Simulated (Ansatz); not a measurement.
```yaml
crystal:
  periodic: [false, false, false]
  atoms:
    - {symbol: C, position_ang: [0.196375, 0.971471, 0.010174]}
    - {symbol: C, position_ang: [0.977740, -0.206776, 0.103982]}
    - {symbol: C, position_ang: [0.222196, -1.339676, 0.031905]}
    - {symbol: S, position_ang: [-1.432840, -0.973603, -0.149357]}
    - {symbol: C, position_ang: [-1.133415, 0.704495, -0.130860]}
    - {symbol: H, position_ang: [0.602187, 1.973736, 0.045667]}
    - {symbol: H, position_ang: [2.053371, -0.214553, 0.219893]}
    - {symbol: H, position_ang: [0.551971, -2.366284, 0.075841]}
    - {symbol: H, position_ang: [-1.948984, 1.404990, -0.224445]}
basis:
  gaussian: {orbitals: pcseg-2}
total_charge: 1
magnetization: {spin_polarized: true, initial_magnetization: 1}
hamiltonian: {xc: {name: PBE-QIDH}}
```

```sh
$ ansatz run in.yaml --threads 4 --pin off --events-out ev --progress --plain --max-ram 10444MiB
```

It prints (some lines left out):

```
Functional definition: PBE-QIDH
1266 factors; integrals over basis functions are off by at most 1.2e-3 eV
mean field evaluation 1: about -15010.7352 eV, gradient 4.4e1 eV
mean field evaluation 2: about -15011.0819 eV, gradient 4.4e1 eV
mean field evaluation 4: about -15020.4628 eV, gradient 4.9e0 eV
mean field evaluation 8: about -15020.7036 eV, gradient 1.1e0 eV
mean field evaluation 16: about -15020.7481 eV, gradient 3.1e-2 eV
mean field evaluation 32: about -15020.7482 eV, gradient 7.8e-5 eV
mean field -15021.18181074 eV, -552.0182498221 hartree, gradient 3.3e-6 eV, S^2 0.792508; 4 other end points of the search recorded, 0 dependent functions left out
9 core orbitals not correlated: weight in the atoms' cores, before any rotation towards them, 1.000 or more for the frozen orbitals, at most 0.000 for the correlated occupied ones
reference -15021.18182343 eV, -552.0182502883 hartree; 13, 12 occupied and 188, 189 virtual orbitals, 1266 factors
second order -22.92041940 eV of doubles, -0.00000000 eV of singles
Total energy: -15028.82196323 eV, -552.2990202473 hartree
```

Run time 22 s (4 threads of an AMD EPYC 7R43 on a shared host); peak host memory 0.65 GiB.
